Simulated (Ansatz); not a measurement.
BH$_{4}$N$_{2}$ (`N[B]N`) radical. Total charge 0; spin multiplicity 2. The geometry is a stationary point of PBE0-D4/def2-TZVP. It is one conformer, not always the lowest.

```xyz
7

N     0.577   -1.070    0.310
B     0.235   -0.082   -0.617
N    -0.543    1.059   -0.399
H     1.144   -1.861    0.067
H     0.285   -1.066    1.277
H    -0.959    1.300    0.489
H    -0.740    1.720   -1.126
```

Q: What is the dipole moment at B3LYP/def2-TZVPP? (Best estimate.)

A: The calculation gave: 1.63 D, with components (-0.58, 0.20, 1.51) D in this frame, pointing from negative to positive charge.

Q: And with PBE, r2SCAN, ωB97M-V? (An estimate is asked.)

A: Computed: PBE 1.69 D, r2SCAN 1.68 D, ωB97M-V 1.71 D.

Q: Give the Mulliken charges with B3LYP, ωB97M-V, PBE in def2-TZVPP. (An estimate is asked.)

A: Computed: 
| atom | B3LYP | ωB97M-V | PBE |
| --- | --- | --- | --- |
| N1 | -0.30 | -0.26 | -0.30 |
| B2 | 0.01 | 0.02 | -0.03 |
| N3 | -0.30 | -0.26 | -0.30 |
| H4 | 0.17 | 0.15 | 0.18 |
| H5 | 0.12 | 0.10 | 0.13 |
| H6 | 0.12 | 0.10 | 0.13 |
| H7 | 0.17 | 0.15 | 0.18 |

B3LYP here is the variant with VWN-RPA as its local correlation; programs differ in this.
